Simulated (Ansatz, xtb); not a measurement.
# Relative energy of two structures of CH5AlSi+

Structure a is a doublet given by its coordinates and structure b is a doublet given by its coordinates. Both are isolated ions in the gas phase, relaxed with B3LYP-D3(BJ)/def2-SVP.

a (Å):

```xyz
8

C    -3.0983   -1.7581   -1.6473
Al   -0.0189   -2.2190    0.3897
Si   -2.0513   -2.9152   -0.6245
H    -3.8046   -1.2220   -0.9900
H    -2.4980   -1.0299   -2.2105
H    -3.6887   -2.3603   -2.3584
H    -2.7509   -3.9592    0.1695
H     1.4980   -2.0291    0.7275
```

Close contacts (Å): C1–Si3 1.87, Al2–Si3 2.38, C1–H4 1.10, C1–H5 1.10, C1–H6 1.10, Al2–H8 1.57, Si3–H7 1.49.

b (Å):

```xyz
8

C    -2.1191   -2.5075   -1.7043
Al   -0.5576   -2.4963   -0.5251
Si   -3.0412   -1.6432   -0.3301
H    -2.4675   -3.5287   -1.9374
H    -1.9645   -1.9088   -2.6188
H    -3.2103   -0.1771   -0.4027
H    -3.9143   -2.4454    0.5515
H     0.9029   -2.7468   -0.0426
```

Close contacts (Å): C1–Al2 1.96, C1–Si3 1.87, Al2–Si3 2.63, C1–H4 1.10, C1–H5 1.10, Al2–H8 1.56, Si3–H6 1.48, Si3–H7 1.48.

Quicker runs give these differences E(b) − E(a): GFN2-xTB +0.341 eV; HF/STO-3G +0.895 eV (at GFN2-xTB geometries); r2SCAN-D4/def2-SVP +0.168 eV (at GFN2-xTB geometries).

Q: Estimate E(b) − E(a) at the level CCSD(T)/def2-SVP + ΔMP2/def2-TZVPP.

A: Calculated at CCSD(T)/def2-SVP + ΔMP2/def2-TZVPP: E(b) − E(a) = +0.254 eV, so structure a lies lower.

How the difference moves with the method:

```json
{"level": "GFN2-xTB", "geometry": "GFN2-xTB", "E(b) − E(a) (eV)": "+0.341", "departure from the last row (eV)": "+0.087", "job, with rough time for the two": "optimisation, 0.44 s"}
{"level": "HF/STO-3G", "geometry": "GFN2-xTB", "E(b) − E(a) (eV)": "+0.895", "departure from the last row (eV)": "+0.640", "job, with rough time for the two": "single point, 0.56 s"}
{"level": "r2SCAN-D4/def2-SVP", "geometry": "GFN2-xTB", "E(b) − E(a) (eV)": "+0.168", "departure from the last row (eV)": "−0.087", "job, with rough time for the two": "single point, 7.2 s"}
{"level": "B3LYP-D3(BJ)/def2-SVP", "geometry": "B3LYP-D3(BJ)/def2-SVP", "E(b) − E(a) (eV)": "+0.383", "departure from the last row (eV)": "+0.128", "job, with rough time for the two": "optimisation, 84 s"}
{"level": "HF/def2-SVP", "geometry": "B3LYP-D3(BJ)/def2-SVP", "E(b) − E(a) (eV)": "+0.427", "departure from the last row (eV)": "+0.173", "job, with rough time for the two": "part of the CCSD(T) run"}
{"level": "MP2/def2-SVP", "geometry": "B3LYP-D3(BJ)/def2-SVP", "E(b) − E(a) (eV)": "+0.259", "departure from the last row (eV)": "+0.004", "job, with rough time for the two": "part of the CCSD(T) run"}
{"level": "CCSD(T)/def2-SVP", "geometry": "B3LYP-D3(BJ)/def2-SVP", "E(b) − E(a) (eV)": "+0.337", "departure from the last row (eV)": "+0.083", "job, with rough time for the two": "single point"}
{"level": "CCSD(T)/def2-SVP + ΔMP2/def2-TZVPP", "geometry": "B3LYP-D3(BJ)/def2-SVP", "E(b) − E(a) (eV)": "+0.254", "departure from the last row (eV)": "", "job, with rough time for the two": "single point, 29 s"}
```

None of the levels shown reverses the order. The largest departure from CCSD(T)/def2-SVP + ΔMP2/def2-TZVPP is that of HF/STO-3G, 0.640 eV. The last row adds to CCSD(T) the change of the MP2 difference between the two basis sets, here −0.083 eV.

With harmonic frequencies from B3LYP-D3(BJ)/def2-SVP (ideal gas, rigid rotor, one conformer each, 298.15 K, 1 atm): on the last row, ΔE + ΔZPE = +0.166, ΔH = +0.153, ΔG = +0.198 eV.

Open shells are spin-unrestricted. The correlated steps freeze 11 core orbitals. Mirror images aren't counted in ΔG. Run with Ansatz 0.2.0, xtb 6.7.1; the last row on 1 thread of Intel(R) Xeon(R) Platinum 8259CL CPU @ 2.50GHz (Skylake/Cascade Lake) on a shared host.
